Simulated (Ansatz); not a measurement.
# CHNSi+ (quartet): wave-function methods side by side, cc-pVDZ

The task here is to estimate one member of a computed series from the others.

Method: cc-pVDZ, core rule «outside noble gas», up to 7 orbitals frozen; program: Ansatz 0.2.0, Gaussian basis.

To be run: UHF; CCSD(T) on ROHF; CCSD(T) on UHF; BCCD(T) on ROHF; CISD; CCSDT(Q) on ROHF; CCSDT(Q) on UHF.

20 further runs of the same task are left out: 6 that didn't finish, 14 set aside as unsound or not needed.

## The system

The geometry is a PBE0/def2-TZVP stationary point (not a proven minimum) of the parent state, kept for this charge and spin.

4 atoms, charge 1, spin multiplicity 4.

Atoms are counted from 1 here; the program's logs count them from 0.

Bond lengths: C1–N2 1.240 Å, C1–Si3 1.952 Å, N2–H4 1.013 Å. Angles: N2–C1–Si3 78.7°, C1–N2–H4 135.7°.

The first run:

File in.yaml:

```yaml
crystal:
  periodic: [false, false, false]
  atoms:
    - {symbol: C, position_ang: [0.000000, -0.784833, 0.780179]}
    - {symbol: N, position_ang: [0.000000, 0.409287, 1.114041]}
    - {symbol: Si, position_ang: [0.000000, 0.098619, -0.960690]}
    - {symbol: H, position_ang: [0.000000, 0.916592, 1.991118]}
basis:
  gaussian: {orbitals: cc-pVDZ}
total_charge: 1
magnetization: {spin_polarized: true, initial_magnetization: 3}
hamiltonian: {xc: hf}
output: {orbitals: {seedname: orbitals}}
```

The run is started by

```sh
$ ansatz run in.yaml --threads 1 --pin off --events-out ev --progress --plain --max-ram 2393MiB
```

Steps of the session up to this table: UHF; CCSD(T) on ROHF; CCSD(T) on UHF; BCCD(T) on ROHF; CISD; CCSDT(Q) on ROHF; CCSDT(Q) on UHF.

One table of the session follows, with a row left open; its other results are not shown here.

```
   method  from RCCSDT(Q) (kcal/mol)
     ROHF                    +227.13
      UHF                          ?
     RMP2                     +25.94
     UMP2                     +27.38
     CISD                     +32.90
    RCCSD                     +12.78
    UCCSD                     +12.66
 RCCSD(T)                      +1.86
 UCCSD(T)                      +1.94
  BCCD(T)                      +1.96
   RCCSDT                      +1.12
   UCCSDT                      +1.09
RCCSDT(Q)                          0
UCCSDT(Q)                      -0.13
```

**Question.** Estimate the row for UHF.

**Answer.** from RCCSDT(Q) (kcal/mol): +223.01. In the column «from RCCSDT(Q) (kcal/mol)» it lies between CISD (+32.90) and ROHF (+227.13).

To keep in mind: Restricted and unrestricted rows rest on different reference determinants; where their highest levels disagree by more than a few hundredths of an eV, they describe different states and don't form one ladder.
